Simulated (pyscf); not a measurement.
This saddle point was located with ωB97X-D3(BJ)/def2-SVP in PySCF.

```
Si
C 1 1.8710
H 2 1.1003 1 111.05
H 2 1.1013 3 109.17 1 121.73
H 2 1.1017 3 109.47 4 118.69
H 1 1.6126 2 147.09 3 82.64
H 6 1.5911 1 60.74 2 -35.18
Cl 1 2.0612 6 97.65 7 105.99
Cl 1 2.0912 6 87.73 7 -143.07
```
Charge 0, spin multiplicity 2.

Surface: doublet, charge 0. Lowest wavenumbers (cm⁻¹): 400i, 150, 193, 199, 261.

**Question.** Which two sides does it connect, and which bonds change?

**Answer.** `[CH3][SiH]([Cl])[Cl]` + `[H]` [doublet] ⇌ `[CH3][SiH]([Cl])[Cl]` + `[H]` [doublet], a substitution at Si read from left to right: H–Si broken and H–Si formed. At ωB97M-D3(BJ)/def2-TZVP it lies +0.59 eV from the left side and +0.59 eV from the right (each side as separated species at their lowest minima found). The same reactants have a lower exit, to H₃C–Si•(Cl)–Cl + H₂ (barrier +0.21 eV at ωB97M-D3(BJ), against +0.59 eV here). This is the saddle that the search found; another between the same sides may lie lower. The angle at the attacked Si is 59° (front-side attack).
